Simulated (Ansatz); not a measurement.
# ClH₃SSi (SMILES S[SiH2]Cl): single points off equilibrium

One table from this session's results is given with a row withheld; the runs are named, their logs left out.

Program: Ansatz 0.2.0, Gaussian basis. Level of theory: single points in def2-TZVPP. These are calculated values, not measurements.

Correlated methods freeze the cores. B3LYP uses VWN-RPA correlation.

### Where the work starts

SMILES `S[SiH2]Cl`, 6 atoms, charge 0, spin multiplicity 1.

Atoms are counted from 1 here; the program's logs count them from 0.

Bond lengths: S1–Si2 2.092 Å, S1–H4 1.356 Å, Si2–Cl3 1.850 Å, Si2–H5 1.477 Å, Si2–H6 1.567 Å. Angles: Si2–S1–H4 94.4°, S1–Si2–Cl3 115.2°, S1–Si2–H5 108.1°, S1–Si2–H6 101.2°, Cl3–Si2–H5 105.5°, Cl3–Si2–H6 119.0°, H5–Si2–H6 107.3°.

As a file:

```xyz
6
ClH3SSi
S    -1.0883   -1.2083   -0.2724
Si    0.4167    0.1425    0.2643
Cl   -0.0997    1.9182    0.3094
H    -1.5498   -0.4476   -1.2951
H     1.4842    0.0685   -0.7534
H     0.9704   -0.5212    1.5713
```

Set-up of the first run:

The input, run/in.yaml:

```yaml
crystal:
  periodic: [false, false, false]
  atoms:
    - {symbol: S, position_ang: [-1.088300, -1.208300, -0.272400]}
    - {symbol: Si, position_ang: [0.416700, 0.142500, 0.264300]}
    - {symbol: Cl, position_ang: [-0.099700, 1.918200, 0.309400]}
    - {symbol: H, position_ang: [-1.549800, -0.447600, -1.295100]}
    - {symbol: H, position_ang: [1.484200, 0.068500, -0.753400]}
    - {symbol: H, position_ang: [0.970400, -0.521200, 1.571300]}
basis:
  gaussian: {orbitals: def2-TZVPP}
correlation: {method: ccsd_t}
output: {forces: true}
```

The command line of these runs was not kept.

Among the steps run: CCSD(T)/def2-TZVPP; PBE0-D4/def2-TZVPP; wB97M-V/def2-TZVPP; r2SCAN-D4/def2-TZVPP; PBE-D4/def2-TZVPP; wB97X-V/def2-TZVPP; B3LYP-D4/def2-TZVPP.

One of the session's tables, all rows but one given; the rest of the session is left out.

```
   method  RMS force component (eV/Å)  angle to CCSD(T) forces (°)  dipole (D)
  CCSD(T)                       2.163                    reference        1.02
  PBE0-D4                       2.064                          1.6        1.01
  wB97M-V                       2.128                          1.1        1.03
r2SCAN-D4                       2.075                          1.4        1.04
   PBE-D4                           ?                            ?           ?
  wB97X-V                       2.116                          1.4        1.05
 B3LYP-D4                       2.133                          0.9        0.99
```

**Question.** Estimate the row for PBE-D4.

As computed: RMS force component (eV/Å): 2.095; angle to CCSD(T) forces (°): 4.4; dipole (D): 0.99. In the column «RMS force component (eV/Å)» it lies between r2SCAN-D4 (2.075) and wB97X-V (2.116).
